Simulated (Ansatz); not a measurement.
**CHS− (SMILES [CH-]=S): molecular dynamics**

The task is to watch the atoms for 30 steps of 0.5 fs, started with velocities for 1000 K and run at constant energy.

The runs use Ansatz 0.2.0, Gaussian basis; Hartree-Fock/def2-TZVP.

**1. Starting geometry**

SMILES `[CH-]=S`, 3 atoms, charge -1, spin multiplicity 1.

Atoms are counted from 1 here; the program's logs count them from 0.

Bond lengths: C1–S2 1.672 Å, C1–H3 1.145 Å. Angles: S2–C1–H3 107.3°.

Geometry (Å):

```csv
atom,x (Å),y (Å),z (Å)
C1,-0.19856,0.53710,-0.04596
S2,1.10403,-0.31064,0.57041
H3,-0.90547,-0.22646,-0.52445
```

**2. Dynamics**

File md/in.yaml:

```yaml
crystal:
  periodic: [false, false, false]
  atoms:
    - {symbol: C, position_ang: [-0.198560, 0.537100, -0.045960]}
    - {symbol: S, position_ang: [1.104030, -0.310640, 0.570410]}
    - {symbol: H, position_ang: [-0.905470, -0.226460, -0.524450]}
basis:
  gaussian: {orbitals: def2-TZVP}
total_charge: -1
hamiltonian: {xc: hf}
md: {n_steps: 30, timestep: 0.5, temperature: 1000, ensemble: nve, seed: 956, initial_velocities: maxwell_boltzmann}
```

On the command line:

```bash
$ ansatz run in.yaml --threads 2 --pin off --events-out ev --progress --plain --max-ram 3481MiB
```

Q: Predict the outcome of this session. Wanted: temperature at the start; mean temperature, second half; lowest and highest potential energy, from the first frame; largest change of potential + kinetic.

As calculated:

```
                                                 quantity              value
                                                   length  30 steps, 15.0 fs
                                 temperature at the start             1000 K
                            mean temperature, second half              508 K
lowest and highest potential energy, from the first frame      0 and 128 meV
                    largest change of potential + kinetic            0.8 meV
```

What this shows: With no thermostat the total energy should stay fixed; it holds within 0.8 meV, small beside the kinetic energy, so the time step serves. With 3 atoms the instant temperature spans 19 to 1000 K. The molecule keeps its bonds.
